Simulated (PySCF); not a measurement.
**Match the barriers**

Saddle point of CH$_{6}$AlN, singlet (CH₆AlN ([CH3][AlH][NH2]) → AlNH₂ ([NH][AlH]) + CH₄; bonds formed: C2–H4; bonds broken: Al1–C2, N3–H4), PBE0-D4/def2-TZVP structure:

Al1  (-0.956, 0.030, -0.685)
C2  (0.463, 0.428, 0.906)
N3  (0.123, -1.092, -1.326)
H4  (0.630, -0.415, -0.064)
H5  (-2.241, 0.927, -0.490)
H6  (1.443, 0.147, 1.301)
H7  (0.510, 1.506, 0.718)
H8  (-0.255, 0.224, 1.707)
H9  (0.282, -1.754, -2.066)
(Å)

Computed with PySCF 2.14 with density fitting (its default auxiliary sets; JK sets also for MP2 and CCSD(T)) (basis: def2-TZVPP, with def2-QZVPP for the basis limit); correlated methods freeze the cores. Extrapolation: Hartree–Fock as exp(−7.88 √X), correlation as X^−2.97. Four methods, as single points on the PBE0-D4 structures, gave these electronic barriers from the start structure: 2.716, 3.066, 3.515, 4.007 eV.

The methods were, in alphabetical order, BHLYP-D4, HF, r2SCAN-D4, SPW92. Which gave which? (A judgement: the text doesn't fix the answer.)

The calculation gives: SPW92 2.716; r2SCAN-D4 3.066; BHLYP-D4 3.515; HF 4.007 eV. For comparison, CCSD(T) at an estimated basis limit (MP2 extrapolated from triple and quadruple zeta, plus CCSD(T) − MP2 in triple zeta) gives 3.225 eV.

The T1 diagnostic stays at or below 0.023.

Labels in which every atom is bracketed show which atoms are joined, not bond orders.

For scale, one of the runs: CCSD(T)/def2-TZVPP, 188 basis functions, launched by `OMP_NUM_THREADS=4 python run.py`. Hardware: 4 CPU threads of an Arm Neoverse V1, shared host. Wall time 4.7 min; peak host memory 1.6 GiB.
